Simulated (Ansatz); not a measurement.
Predict the output of the script below (Ansatz's Python interface).

Script `clh3nsi.py`:
```python
"""Rigid torsion scan of ClH3NSi."""

import logging
import sys

import ansatz as az
from ase import Atoms

logging.basicConfig(stream=sys.stdout, format="[%(levelname)s] %(message)s")
log = logging.getLogger("run")
log.setLevel(logging.INFO)

atoms = Atoms(["N", "Si", "Cl", "H", "H", "H"], positions=[
    [-0.8134, 0.2252, -0.4866],
    [-0.0527, -0.3221, 0.8757],
    [1.5246, -1.3709, 0.1573],
    [-0.2048, 0.9959, -0.9327],
    [-0.9137, -0.4838, -1.2059],
    [0.502, 0.8918, 1.546],
])

# relax first, so that the scan starts from a minimum
first = az.Crystal.molecule_from_ase(atoms).calculation()
first = first.basis(gaussian="def2-SVP")
first = first.functional("CAM-B3LYP")
first = first.spin("collinear", total=1)
first = first.relax(force_tolerance=0.02, max_steps=80)
atoms.positions = first.run(threads=1).report["positions_ang"]

start = atoms.get_dihedral(3, 0, 1, 2)
energies = {}
for turn in range(0, 360, 30):
    turned = atoms.copy()
    turned.set_dihedral(3, 0, 1, 2, start + turn, indices=[1, 2, 5])
    model = (
        az.Crystal.molecule_from_ase(turned).calculation()
        .basis(gaussian="def2-SVP")
        .functional("CAM-B3LYP")
        .spin("collinear", total=1)
    )
    energies[round((start + turn) % 360)] = model.run(threads=1).report["free_energy_ev"]
floor = min(energies.values())
log.info("dihedral H3-N0-Si1-Cl2 (deg)   E - E(min) (eV)")
for angle, e in sorted(energies.items()):
    log.info(f"{angle:8d} {(e - floor):14.3f}  " + "#" * int(30 * (e - floor) / max(max(energies.values()) - floor, 1e-9)))
```

```console
$ python clh3nsi.py
[INFO] dihedral H3-N0-Si1-Cl2 (deg)   E - E(min) (eV)
[INFO]       21          0.061  ##########
[INFO]       51          0.007  #
[INFO]       81          0.043  #######
[INFO]      111          0.131  #####################
[INFO]      141          0.155  #########################
[INFO]      171          0.112  ##################
[INFO]      201          0.042  ######
[INFO]      231          0.000
[INFO]      261          0.052  ########
[INFO]      291          0.150  #########################
[INFO]      321          0.179  ##############################
[INFO]      351          0.136  ######################
```

Reading the output:
- The scan is rigid and the energies are electronic, in a modest basis. With rigid groups the curve can differ much from the relaxed path, the start wasn't checked as a minimum of this torsion, and equivalent turns needn't return to the same energy.
- The species is open-shell (spin multiplicity 2).
- The whole script took 68 s on 1 thread of Arm Neoverse V2, with other jobs on the host, peak memory 0.25 GiB.
